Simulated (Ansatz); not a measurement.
Ansatz (a program for electronic structure) input (wB97M-V/cc-pV(T+d)Z): A basis named .json is the Basis Set Exchange file of that set (core-valence sets with the plain set on hydrogen).

Ansatz 0.2 input:
```yaml
crystal:
  periodic: [false, false, false]
  atoms:
    - {symbol: C, position_ang: [0.00819413, 0.01326082, -1.13371283]}
    - {symbol: Cl, position_ang: [-0.00477402, -0.00772595, 0.66051769]}
    - {symbol: H, position_ang: [0.01747178, 1.04777215, -1.46340501]}
    - {symbol: H, position_ang: [0.89974992, -0.50396843, -1.47517859]}
    - {symbol: H, position_ang: [-0.88522815, -0.49202752, -1.48794019]}
basis:
  gaussian:
    orbitals: cc-pV_T+d_Z.json
    final_grid: {core_spheres: 18, valence_spheres: 15, degree: 47}
hamiltonian:
  xc: {name: wB97M-V}
magnetization: {spin_polarized: false}
```

Output:

```
Functional definition: wB97M-V
integrals: 0.04 GiB planned
666 factors; their error is unknown
integrals: 0.07 GiB planned
142 factors; integrals over basis functions are off by at most 3.4e-5 eV
mean field: 0.41 GiB planned
mean field evaluation 1: about -13607.3385 eV, gradient 2.0e1 eV
mean field evaluation 2: about -13607.8508 eV, gradient 1.3e1 eV
mean field evaluation 4: about -13608.2185 eV, gradient 4.3e-1 eV
mean field evaluation 8: about -13608.2210 eV, gradient 1.1e-2 eV
mean field -13608.22104583 eV, -500.0928994506 hartree, gradient 6.6e-6 eV, S^2 0.000000; 0 other end points of the search recorded, 0 dependent functions left out
reference -13608.22107865 eV, -500.0929006567 hartree; 13, 13 occupied and 98, 98 virtual orbitals, 666 factors
Total energy: -13608.22107865 eV, -500.0929006567 hartree
```
